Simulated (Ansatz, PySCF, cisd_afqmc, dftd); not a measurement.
Species: C₃H₄, charge 0, singlet. C3H4 (propa-1,2-diene, SMILES C=C=C).
B3LYP-D3(BJ)/def2-TZVP minimum from Ansatz (a program for electronic structure):
```xyz
7

C      0.0000     0.0000     0.0000
C     -0.0052     0.0000     1.3001
C      0.0052     0.0000    -1.3001
H     -0.0108     0.9262     1.8632
H     -0.0040    -0.9263     1.8631
H      0.9337     0.0035    -1.8595
H     -0.9188    -0.0034    -1.8668
```
Charge 0, spin multiplicity 1.

Quantity: enthalpy of formation at 298 K (by atomisation, with ideal-gas terms from PySCF's Hessian at B3LYP-D3(BJ)/def2-TZVP and the atoms' measured values of the G2/97 table; no spin-orbit terms), in kcal/mol. UHF or UKS for unpaired electrons; spin-orbit terms are left out. Correlated methods leave the cores frozen. Rows without X2C or -DK are non-relativistic. The Monte Carlo rows (phaseless AFQMC, CISD trial, step 0.005/hartree) carry one-sigma bars that omit the constraint's bias. Outlying blocks are dropped, and bars are widened where a walk drifts. Over all cases where full CI ran beside it in this data, AFQMC minus full CI had a median of +0.1 mEh and passed +0.4 mEh in a tenth of the cases. CBS(X,Y): correlation extrapolated as X^-3, Hartree-Fock from the larger set (Q,5: extrapolated as (X+1)exp(-9√X)). A bracket is a step between two methods taken in the basis named. Functionals run without relativity, which enters their misses. Double hybrids freeze cores in their MP2 part. '+ core + X2C': CCSD(T) terms for core correlation (cc-pwCVTZ) and scalar relativity (cc-pVTZ-DK). Where a partner has so few electrons that a lower coupled-cluster level is exact, that level stands in.

Measured: 45.4 kcal/mol, 190.2 kJ/mol (Active Thermochemical Tables 1.112 (ions: stationary electron), as tabulated in the package chemicals); atomic spin-orbit terms, which the calculations lack, would raise the computed values.

```csv
level,program,enthalpy of formation at 298 K (kcal/mol),error against that value
"HF/CBS(cc-pVQZ,cc-pV5Z)",Ansatz,225.7,180.3
PBE/def2-TZVPD,Ansatz,25.8,-19.6
CAM-B3LYP/def2-TZVPD,Ansatz,44.2,-1.2
wB97M-V/def2-TZVPD,Ansatz,44.4,-1.0
B2GP-PLYP-D4/def2-TZVPD,Ansatz + dftd4,53.4,8.0
MP2/cc-pVQZ,Ansatz,43.9,-1.5
MP2/cc-pV5Z,Ansatz,40.5,-4.9
"CCSD/CBS(cc-pVTZ,cc-pVQZ)",Ansatz,60.5,15.1
CCSD(T)/cc-pVTZ,Ansatz,64.1,18.7
CCSD(T)/cc-pV5Z,Ansatz,51.6,6.2
"CCSD(T)/CBS(cc-pVTZ,cc-pVQZ)",Ansatz,48.1,2.7
CCSDT(Q)/cc-pVDZ,Ansatz,98.6,53.2
AFQMC/CISD/cc-pVTZ,cisd_afqmc,64.1 ± 0.3,18.7
"CCSD(T)/CBS(cc-pVQZ,cc-pV5Z) + [CCSDT(Q) - CCSD(T)]/cc-pVDZ + core + X2C",Ansatz,45.3,-0.1
```
